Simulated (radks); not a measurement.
**Al³⁺ in 1s1.5 2s2 2p6 3d0.5: an all-electron calculation**

What are the levels of the aluminium ion Al3+, how large are its shells, and how does its energy divide?

Method: scalar-relativistic Kohn-Sham, BP86, spin-polarised, spherical densities, finite nucleus; open shells are filled with parallel spins first. Code: radks (a radial shooting solver on a logarithmic mesh, Libxc functionals) version 1.

**1. Starting point**

* element: aluminium (Z = 13)
* charge: +3
* electrons: 10
* configuration: 1s1.5 2s2 2p6 3d0.5
* nuclear rms radius: 3.061 fm

**2. The run**

The run's settings:

```text
Z 13
configuration 1s1.5 2s2 2p6 3d0.5 3s0 3p0
relativity scalar-relativistic
functional b88,p86
spin polarised
nucleus finite rms 3.061 fm
c 137.035999084
```

What does the calculation give?

The runs gave:

```
                        quantity                   value
                    total energy      -212.24247 hartree
exchange-correlation share of it                  7.59 %
                            −T/E                  1.0018
          highest occupied level       3d up, -19.617 eV
    most extended occupied level  3d up, <r> = 2.64 bohr
 radius at density 0.001 e/bohr³               3.27 bohr
    maxima of the radial density                       2
```

What this shows: The radial density shows 2 maxima for 3 occupied principal shells; where shells overlap, one shows as a shoulder or not at all. This is not the tabulated ground configuration, so its levels and sizes aren't those of the ground state, and no measured value stands beside it.
